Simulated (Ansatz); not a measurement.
# C3H5F: the cost of one run

Method: the levels named in each step, in Ansatz 0.2.0.

## 1. Starting point

Bond lengths: C1–C2 1.319 Å, C2–C3 1.496 Å, C3–F4 1.371 Å, C1–H5 1.077 Å, C1–H6 1.076 Å, C2–H7 1.081 Å, C3–H8 1.099 Å, C3–H9 1.097 Å. Angles: C1–C2–C3 124.7°, C1–C2–H7 121.9°, C3–C2–H7 113.4°, C2–C1–H5 121.3°, C2–C1–H6 121.8°, H5–C1–H6 116.9°, C2–C3–F4 112.4°, C2–C3–H8 110.8°, C2–C3–H9 110.8°, F4–C3–H8 106.8°, F4–C3–H9 106.8°, H8–C3–H9 109.1°.

As a file:

```xyz
9

C     1.6069    0.1882   -0.1064
C     0.4921    0.5820   -0.6903
C    -0.8819    0.1626   -0.2725
F    -0.8642   -0.6938    0.7985
H     1.5908   -0.4828    0.7358
H     2.5722    0.5195   -0.4463
H     0.4968    1.2554   -1.5365
H    -1.4805    1.0333    0.0278
H    -1.3942   -0.3616   -1.0890
```

## 2. A rough first relaxation, PBE-D4/def2-SVP

This run stands in another session on the same molecule. It ended at:

```xyz
9

C     1.6183    0.1849   -0.1011
C     0.4814    0.5836   -0.6921
C    -0.8876    0.1531   -0.2603
F    -0.8490   -0.7074    0.8209
H     1.5910   -0.5044    0.7571
H     2.6015    0.5296   -0.4551
H     0.5006    1.2726   -1.5562
H    -1.5030    1.0447    0.0120
H    -1.4152   -0.3539   -1.1043
```

## 3. Relaxation, PBE0-D4/def2-TZVPP

This run stands in another session on the same molecule. It ended at:

```xyz
9

C     1.6047    0.1851   -0.1037
C     0.4828    0.5779   -0.6849
C    -0.8818    0.1601   -0.2688
F    -0.8527   -0.6974    0.8078
H     1.5900   -0.4907    0.7421
H     2.5678    0.5286   -0.4582
H     0.5074    1.2567   -1.5338
H    -1.4835    1.0323    0.0118
H    -1.3966   -0.3499   -1.0914
```

## 4. Frequencies, PBE0-D4/def2-TZVPP

File input.yaml:

```yaml
crystal:
  periodic: [false, false, false]
  atoms:
    - { symbol: C, position_ang: [1.60466756, 0.18505779, -0.10370086] }
    - { symbol: C, position_ang: [0.48276035, 0.577944, -0.68485464] }
    - { symbol: C, position_ang: [-0.88178987, 0.16007333, -0.2688273] }
    - { symbol: F, position_ang: [-0.85274258, -0.69736095, 0.8077605] }
    - { symbol: H, position_ang: [1.59001066, -0.49065802, 0.74213913] }
    - { symbol: H, position_ang: [2.56780767, 0.52857916, -0.45819353] }
    - { symbol: H, position_ang: [0.50740076, 1.25669743, -1.53375217] }
    - { symbol: H, position_ang: [-1.4835037, 1.03232666, 0.01184057] }
    - { symbol: H, position_ang: [-1.39657085, -0.34989941, -1.09137171] }
basis:
  gaussian: { orbitals: def2-TZVPP }
hamiltonian:
  xc: pbe0
  dispersion: d4
phonons: {}
```

Launch:

```sh
ansatz run input.yaml --threads 4 --pin off --max-ram 10240MiB --backend cpu --events-out ev --progress --plain --runs-dir out
```

Q: Estimate wall time and peak memory on 4 threads of AMD EPYC (Zen 3), shared host.

About 2.3 min, with a peak of 0.39 GiB.
